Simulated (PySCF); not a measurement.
Compound: C6H10.
SMILES: `C=CC/C=C\C`

Torsions of this conformer, `[CH2:1]=[CH:2][CH2:3]/[CH:4]=[CH:5]\[CH3:6]`: C1–C2–C3–C4 -117°, C2–C3–C4–C5 -111°.

The closed-shell ground state was solved at several levels (PySCF, density fitting, gas phase, non-relativistic). The structure is a single GFN2-xTB conformer in the gas phase; no vibrational or solvent corrections.

| level | basis functions | total energy (Eh) | HOMO (eV) | LUMO (eV) | gap (eV) | dipole (D) |
| --- | --- | --- | --- | --- | --- | --- |
| B3LYP/pcJ-1 | 262 | -234.6358 | -6.78 | -0.06 | 6.72 | 0.49 |
| PBE0/pcSseg-1 | 152 | -234.2877 | -7.02 | 0.14 | 7.16 | 0.51 |

Problem. What might B3LYP/def2-SVPD (200 basis functions) give for the same quantities?

Solution. Total energy -234.4598 Eh, HOMO -6.82 eV, LUMO -0.17 eV, gap 6.65 eV, dipole 0.51 D.

Problem. Over all these levels, which gives the widest orbital gap and which the narrowest?

Solution. PBE0/pcSseg-1 (global hybrid, 25 % exact exchange) has the widest, 7.16 eV, and B3LYP/def2-SVPD (global hybrid, 20 % exact exchange) the narrowest, 6.65 eV. Functional and basis both differ between the two, so the spread mixes both effects.

Problem. How far do the dipole and the HOMO energy spread over the levels?

Solution. The dipole runs from 0.49 to 0.51 D (mean 0.50 D) and the HOMO from -7.02 to -6.78 eV.
